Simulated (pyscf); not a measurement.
`[GeH2]` [singlet] + `[FH]` + `[FH]` → `[F][GeH3]` + `[FH]`, a multi-bond step (singlet surface; F–H, F–H broken, F–Ge, Ge–H, F–H formed). Structures and frequencies: ωB97X-D3(BJ)/def2-SVP in PySCF. MP2 and CC: frozen core, UHF for open shells. ΔMP2 is the change of the MP2 total energy from the triple- to the quadruple-zeta basis. Energies in kJ/mol from the separated reactants.

AM1 to PM7: differences of heats of formation from MOPAC. 

Q: In single points PM6 puts the saddle at -15.8 kJ/mol and the reaction energy at -251.6 kJ/mol. Should these be trusted to within a few kcal/mol? Compare with CCSD(T)/def2-TZVPP + ΔMP2(QZVPP).

A: CCSD(T)/def2-TZVPP + ΔMP2(QZVPP) gives ΔE‡ = -40.1 kJ/mol and ΔE = -220.6 kJ/mol. PM6 lies 24.3 kJ/mol over it in the barrier and 31.0 kJ/mol under it in the reaction energy, so on this step it does not hold to within 12.6 kJ/mol. CCSD(T)/def2-TZVPP + ΔMP2(QZVPP) has limits of its own. On the reactant side the descent ends in an adduct with a F–Ge contact, 86.0 kJ/mol under the separated species and 18.5 kJ/mol under the saddle at ωB97X-D3(BJ)/def2-TZVP. On the product side the descent ends in a complex (not fully relaxed), 29.2 kJ/mol under the separated species and 199.7 kJ/mol under the saddle at ωB97X-D3(BJ)/def2-TZVP. At CCSD(T) the saddle lies under the separated reactants, which points to a path from their complex (located at ωB97X-D3(BJ) alone). What is counted as formed (F–Ge) is already present as a longer contact in the reactant adduct; forming that adduct is a step of its own. At ωB97X-D3(BJ) the barrier from the zero used here is -67.5 kJ/mol. This is the saddle that the search found; another between the same sides may lie lower. The CCSD(T) − MP2 part came from Ansatz, without density fitting, on the same reference. The frozen core leaves the outer d or s,p core shells of the metals and heavy elements correlated in the MP2 and CC values, and def2-TZVPP describes them poorly, which can shift differences by a few kcal/mol. In the def2 sets elements up to Kr have no core potential.
